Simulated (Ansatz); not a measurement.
System: bcc Rb. Method: PBE (Ansatz, a quantum-chemistry and plane-wave program, plane waves, PAW).

Numerical settings: plane-wave cutoff 520 eV, 12×12×12 k mesh, Fermi–Dirac smearing 0.1 eV, perturbation theory, scalar-relativistic PAW data made under PBE.

The cell has the measured lattice parameters. Conventional cell: a = 5.6990 Å, b = 5.6990 Å, c = 5.6990 Å, α = 90.00°, β = 90.00°, γ = 90.00°.

Harmonic phonon frequencies (cm⁻¹; i marks an imaginary mode):

```tsv
q point	frequencies
H	44 44 44
N	9 30 46
P	35 35 35
```

No imaginary mode appears at these points.

Note: the cell isn't this level's own, so it is under some stress, which shifts stiffness and frequencies.
